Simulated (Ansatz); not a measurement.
Molecular dynamics of C₂H₈S

Input file:

```yaml
crystal:
  periodic: [false, false, false]
  atoms:
    - { symbol: S, position_ang: [0.541786, -0.068068, -2.826717] }
    - { symbol: H, position_ang: [-0.827788, -0.400517, -2.572091] }
    - { symbol: H, position_ang: [0.229411, 1.251935, -2.437434] }
    - { symbol: C, position_ang: [-0.348769, -0.648978, 0.985891] }
    - { symbol: C, position_ang: [0.867466, 0.372361, 0.60633] }
    - { symbol: H, position_ang: [-1.050151, -0.781902, 0.142971] }
    - { symbol: H, position_ang: [-0.021156, -1.687641, 1.300239] }
    - { symbol: H, position_ang: [-1.020098, -0.254387, 1.727325] }
    - { symbol: H, position_ang: [1.567256, 0.718191, 1.531817] }
    - { symbol: H, position_ang: [0.315815, 1.25513, 0.140632] }
    - { symbol: H, position_ang: [1.541968, -0.0233, -0.180877] }
basis:
  gaussian: { orbitals: STO-3G }
hamiltonian:
  xc: pbe
  dispersion: d4
md:
  timestep: 0.5
  n_steps: 250
  ensemble: nvt_nose_hoover
  temperature: 400.0
  initial_velocities: maxwell_boltzmann
  seed: 976125
  nose_hoover: { tau: 20.0, chain_length: 5 }
scf:
  lower_state_search: "off"
```

Command:

```bash
$ ansatz run input.yaml --threads 1 --pin off --max-ram 2048MiB --backend cpu --events-out ev --progress --plain --runs-dir out
```

It goes on from the last frame of an earlier run, with new velocities.

Output, in part (step lines, the closing report, with atoms numbered from 0):

```
md step     0: t =     0.00 fs  T =   400.0 K  F+E_penalty+E_count = -12884.55499788 eV  E_kin = 0.465336 eV  conserved = -12884.08966189 eV  (12 SCF iters)
[... lines left out ...]
Total energy: -12884.84010922 eV, -473.5091403557 hartree
Atom 0 at     0.449897    -0.182054    -2.912682 Å, force     0.457886     1.050822    -0.713102 eV/Å
Atom 1 at     0.473814     1.217255    -3.118577 Å, force     0.046789    -1.270566     0.139836 eV/Å
Atom 2 at     1.397829    -0.384745    -3.919260 Å, force    -0.527099     0.203846     0.596825 eV/Å
Atom 3 at    -0.196954    -0.622696     0.639579 Å, force     1.061941     2.298424     0.759270 eV/Å
Atom 4 at     0.739137     0.588841     1.267022 Å, force    -1.754411    -0.967158    -0.649052 eV/Å
Atom 5 at    -1.255867    -0.380521     0.812853 Å, force    -0.279358     0.433463    -0.457792 eV/Å
Atom 6 at     0.041214    -0.705653    -0.453892 Å, force    -0.241627    -0.191692     0.584279 eV/Å
Atom 7 at    -0.075413    -1.557523     1.178427 Å, force     0.722431    -0.797631     0.167011 eV/Å
Atom 8 at     1.797751     0.229593     1.332903 Å, force    -0.466819     0.392756     0.071290 eV/Å
Atom 9 at     0.351345     0.954874     2.283500 Å, force     0.591437    -0.654618    -1.238633 eV/Å
Atom 10 at     0.647313     1.436957     0.524759 Å, force     0.388831    -0.497646     0.740068 eV/Å
Dipole moment:     0.109238     0.126600    -0.188155 e Å
```

The steps, from the saved trajectory:

| time (fs) | T (K) | potential energy less start (eV) | conserved less start (meV/atom) |
| --- | --- | --- | --- |
| 0.0 | 400 | 0.000 | 0.00 |
| 4.0 | 419 | -0.028 | -0.09 |
| 8.0 | 633 | -0.297 | -0.31 |
| 12.0 | 583 | -0.278 | -0.29 |
| 16.0 | 477 | -0.218 | -0.26 |
| 20.0 | 414 | -0.212 | -0.27 |
| 24.0 | 431 | -0.296 | -0.29 |
| 28.0 | 344 | -0.262 | -0.22 |
| 32.0 | 320 | -0.277 | -0.35 |
| 36.0 | 406 | -0.402 | -0.49 |
| 40.0 | 333 | -0.329 | -0.37 |
| 44.0 | 277 | -0.268 | -0.30 |
| 48.0 | 299 | -0.290 | -0.28 |
| 52.0 | 333 | -0.322 | -0.31 |
| 56.0 | 391 | -0.380 | -0.49 |
| 60.0 | 355 | -0.327 | -0.50 |
| 64.0 | 285 | -0.229 | -0.26 |
| 68.0 | 296 | -0.216 | -0.11 |
| 72.0 | 395 | -0.303 | -0.29 |
| 76.0 | 467 | -0.363 | -0.53 |
| 80.0 | 373 | -0.227 | -0.40 |
| 84.0 | 426 | -0.262 | -0.26 |
| 88.0 | 495 | -0.305 | -0.13 |
| 92.0 | 316 | -0.075 | -0.04 |
| 96.0 | 462 | -0.233 | -0.45 |
| 100.0 | 599 | -0.375 | -0.55 |
| 104.0 | 472 | -0.211 | -0.17 |
| 108.0 | 425 | -0.149 | 0.00 |
| 112.0 | 403 | -0.133 | -0.12 |
| 116.0 | 520 | -0.290 | -0.39 |
| 120.0 | 511 | -0.321 | -0.43 |
| 124.0 | 398 | -0.240 | -0.33 |

The run went to its last step. The conserved energy stayed within 0.56 meV per atom of its start (net change -0.4 meV per atom), so the integration is sound. A run of 0.12 ps of so small a system gives no equilibrium averages. Limits of this set-up: minimal basis.

The same pairs are bonded in the first frame and the last. Pairs count as bonded within 1.25 times the sum of covalent radii (0.12 Å more for H–H).

Last frame:

```xyz
11
Properties=species:S:1:pos:R:3
S 0.450 -0.182 -2.913
H 0.474 1.217 -3.119
H 1.398 -0.385 -3.919
C -0.197 -0.623 0.640
C 0.739 0.589 1.267
H -1.256 -0.381 0.813
H 0.041 -0.706 -0.454
H -0.075 -1.558 1.178
H 1.798 0.230 1.333
H 0.351 0.955 2.284
H 0.647 1.437 0.525
```

The run took 3.9 min on 1 thread of Arm Neoverse V1, on a shared host, peak memory 0.078 GiB.
